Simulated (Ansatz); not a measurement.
Task: harmonic frequencies at the relaxed geometry of AlBH₅N, SMILES B[NH][AlH2], with Ansatz 0.2.0 through its Python package. Give the script and its output. Use (for the species named): CAM-B3LYP, def2-SVP basis, multiplicity 1.

```xyz
8

B    -0.6804    0.7855   -0.7018
N     0.1838    0.8034    0.4996
Al    0.9481   -0.9303    0.5786
H    -1.5846    0.1126   -0.7818
H    -0.6070    1.6785   -1.5369
H    -0.4196    0.9287    1.3425
H     2.1635   -1.2879   -0.4455
H     0.0884   -2.1477    0.9896
```

`freq_albh5n.py`
```python
'''Vibrations and zero-point energy of AlBH5N.'''

import itertools
import warnings

import ansatz as az
from ase.data import atomic_numbers, covalent_radii
import numpy as np

SETTINGS = {
    'basis': 'def2-SVP',
    'functional': 'CAM-B3LYP',
}

GEOMETRY = '''
B    -0.68040    0.78550   -0.70180
N     0.18380    0.80340    0.49960
Al    0.94810   -0.93030    0.57860
H    -1.58460    0.11260   -0.78180
H    -0.60700    1.67850   -1.53690
H    -0.41960    0.92870    1.34250
H     2.16350   -1.28790   -0.44550
H     0.08840   -2.14770    0.98960
'''

warnings.simplefilter('ignore', az.DeckWarning)

geometry = az.Crystal.molecule()
for line in GEOMETRY.strip().splitlines():
    symbol, *xyz = line.split()
    geometry = geometry.atom(symbol, [float(v) for v in xyz])

model = (
    geometry.calculation()
    .basis(gaussian=SETTINGS['basis'])
    .functional(SETTINGS['functional'])
)
symbols = [site.symbol for site in geometry.cartesian_sites]
start = np.array([site.position_ang for site in geometry.cartesian_sites], dtype=float)
r = model.relax(force_tolerance=0.003).run(threads=1, pin='off').report
end = np.array(r['positions_ang'])

# pairs closer than 1.2 times the sum of covalent radii, before or after
radius = [covalent_radii[atomic_numbers[s]] for s in symbols]
span = lambda where, i, j: np.linalg.norm(where[i] - where[j])
bonded = [(i, j) for i, j in itertools.combinations(range(len(symbols)), 2) if min(span(start, i, j), span(end, i, j)) < 1.2 * (radius[i] + radius[j])]
print('pair        before    after (A)')
for i, j in bonded:
    print(f'{symbols[i]}{i}-{symbols[j]}{j}'.ljust(10), f'{span(start, i, j):8.4f} {span(end, i, j):8.4f}')

# same settings at the minimum
minimum = az.Crystal.molecule()
for symbol, place in zip(symbols, end):
    minimum = minimum.atom(symbol, place.tolist())
vibrating = (
    minimum.calculation()
    .basis(gaussian=SETTINGS['basis'])
    .functional(SETTINGS['functional'])
    .phonons(temperatures=(200, 600, 100))
)
vib = vibrating.run(threads=1, pin='off').report['vibrations']
sums = vib['harmonic_sums']
modes = [m['omega_inv_cm'] for m in sums['modes_at_gamma'] if m['rigid_motion'] == 'no']
for number, w in enumerate(modes, start=1):
    print(f'mode {number:2d} {w:9.1f} 1/cm {w / 8065.544 * 1000:8.2f} meV')
print('imaginary modes:', sum(w < 0 for w in modes), ' zero-point energy:', round(sums['zero_point_energy_ev'], 4), 'eV')
print('T (K)   F_vib (eV)   S_vib (meV/K)   C_vib (meV/K)')
for row in zip(sums['temperatures_k'], sums['vibrational_free_energy_ev'], vib['entropy_ev_per_k'], vib['heat_capacity_ev_per_k']):
    print(f'{row[0]:6.1f} {row[1]:11.4f} {1000 * row[2]:13.4f} {1000 * row[3]:15.4f}')
```

`python freq_albh5n.py` gives:
```text
pair        before    after (A)
B0-N1        1.4800   1.4052
B0-H3        1.1299   1.2100
B0-H4        1.2248   1.2105
N1-Al2       1.8963   1.8079
N1-H5        1.0442   1.0180
Al2-H6       1.6291   1.5726
Al2-H7       1.5460   1.5789
mode  1     169.5 1/cm    21.01 meV
mode  2     227.9 1/cm    28.26 meV
mode  3     325.3 1/cm    40.34 meV
mode  4     537.7 1/cm    66.67 meV
mode  5     632.0 1/cm    78.36 meV
mode  6     694.4 1/cm    86.09 meV
mode  7     797.9 1/cm    98.92 meV
mode  8     864.0 1/cm   107.13 meV
mode  9     942.1 1/cm   116.81 meV
mode 10    1036.0 1/cm   128.45 meV
mode 11    1167.4 1/cm   144.74 meV
mode 12    1249.7 1/cm   154.94 meV
mode 13    1397.2 1/cm   173.23 meV
mode 14    1971.6 1/cm   244.44 meV
mode 15    1997.9 1/cm   247.71 meV
mode 16    2554.7 1/cm   316.74 meV
mode 17    2638.0 1/cm   327.07 meV
mode 18    3586.4 1/cm   444.66 meV
imaginary modes: 0  zero-point energy: 1.4128 eV
T (K)   F_vib (eV)   S_vib (meV/K)   C_vib (meV/K)
 200.0      1.4005        0.1793          0.2891
 300.0      1.3751        0.3312          0.4716
 400.0      1.3340        0.4898          0.6335
 500.0      1.2772        0.6459          0.7667
 600.0      1.2051        0.7957          0.8758
```

The frequencies are harmonic and unscaled, in a modest basis. Run time: 120 s on 1 thread of Arm Neoverse V1, with other jobs on the host, peak memory 0.23 GiB.
